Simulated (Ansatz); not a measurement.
in.yaml

```yaml
crystal:
  periodic: [false, false, false]
  atoms:
    - {symbol: C, position_ang: [0.000000, 0.000000, 1.931400]}
    - {symbol: Al, position_ang: [0.000000, 0.000000, 0.000000]}
    - {symbol: C, position_ang: [0.000000, 0.000000, -1.931400]}
basis:
  gaussian: {orbitals: 6-31G}
magnetization: {spin_polarized: true, initial_magnetization: 1}
correlation: {method: mp2, electrons: outside_noble_gas}
```

```sh
$ ansatz run in.yaml --threads 1 --pin off --events-out ev --progress --plain --max-ram 2393MiB
```

Q: Roughly how long does this take on 1 thread of Arm Neoverse V2, shared host, and how much host memory?

A: 1.8 s wall and 0.07 GiB.

```
392 factors; integrals over basis functions are off by at most 9.0e-5 eV
mean field evaluation 1: about -8627.7628 eV, gradient 7.3e0 eV
mean field evaluation 2: about -8627.8134 eV, gradient 7.4e0 eV
mean field evaluation 4: about -8629.2047 eV, gradient 1.9e0 eV
mean field evaluation 8: about -8629.3475 eV, gradient 2.2e-1 eV
mean field evaluation 16: about -8629.3522 eV, gradient 1.5e-2 eV
mean field evaluation 32: about -8632.1079 eV, gradient 2.1e-1 eV
mean field evaluation 64: about -8634.0274 eV, gradient 6.9e-2 eV
mean field evaluation 96: about -8631.6886 eV, gradient 5.5e-2 eV
mean field evaluation 128: about -8631.6813 eV, gradient 3.3e0 eV
mean field evaluation 160: about -8632.3146 eV, gradient 2.6e-1 eV
mean field evaluation 192: about -8632.3168 eV, gradient 4.1e-1 eV
mean field evaluation 224: about -8631.1947 eV, gradient 1.2e0 eV
mean field evaluation 256: about -8633.8737 eV, gradient 1.0e0 eV
mean field evaluation 288: about -8633.8264 eV, gradient 1.2e0 eV
mean field evaluation 320: about -8632.6786 eV, gradient 1.1e-2 eV
mean field evaluation 352: about -8632.1066 eV, gradient 2.1e-1 eV
mean field evaluation 384: about -8627.8750 eV, gradient 1.1e1 eV
mean field evaluation 416: about -8632.1096 eV, gradient 4.2e-3 eV
mean field evaluation 448: about -8634.0437 eV, gradient 2.5e-6 eV
mean field -8634.04365159 eV, -317.2952518310 hartree, gradient 2.5e-6 eV, S^2 2.742571; 26 other end points of the search recorded, 0 dependent functions left out
7 core orbitals not correlated: weight in the atoms' cores, before any rotation towards them, 1.000 or more for the frozen orbitals, at most 0.000 for the correlated occupied ones
reference -8634.04365159 eV, -317.2952518310 hartree; 6, 5 occupied and 18, 19 virtual orbitals, 392 factors
second order -3.10308332 eV of doubles, -0.00000000 eV of singles
Total energy: -8637.14673491 eV, -317.4092880397 hartree
```
